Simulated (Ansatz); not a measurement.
Species, as SMILES: [PH2] (PH2), doublet.
Atoms: P1, H2, H3. Bonds: P1-H2, P1-H3.

Basis-set convergence of the highest harmonic wavenumber at PBE with Ansatz (a quantum-chemistry and plane-wave program). Each level at its own minimum, finite differences of forces, unscaled; the reference is a large set that could be run, not a limit. All functions are spherical. The program fits the integrals of some runs and decomposes those of others, by size. Core-valence sets carry the plain set on hydrogen. Open shells are unrestricted. No added dispersion term, no relativity. Reference: the value in def2-QZVPPD, 2320 cm⁻¹. Deviations are taken from unrounded values.

| basis | functions | highest harmonic wavenumber (cm⁻¹) | minus reference (cm⁻¹) |
|---|---|---|---|
| pcseg-0 | 17 | 2106 | -214 |
| pcseg-1 | 28 | 2329 | 9 |
| aug-cc-pV(D+d)Z | 50 | 2320 | 0 |
| pcseg-2 | 62 | 2314 | -6 |
| jun-cc-pV(T+d)Z | 76 | 2320 | 0 |
| cc-pCVTZ | 87 | 2315 | -5 |
| aug-cc-pV(T+d)Z | 101 | 2320 | 0 |
| pcseg-3 | 130 | 2319 | -1 |

The smallest set listed that lies within 50 cm⁻¹ of the reference with all its larger relatives (same family, alike in diffuse functions; a set with none counts only in the reference's own line) is pcseg-1 (28 functions, 9 cm⁻¹ off). Inside, with no larger relative to test it: cc-pCVTZ.
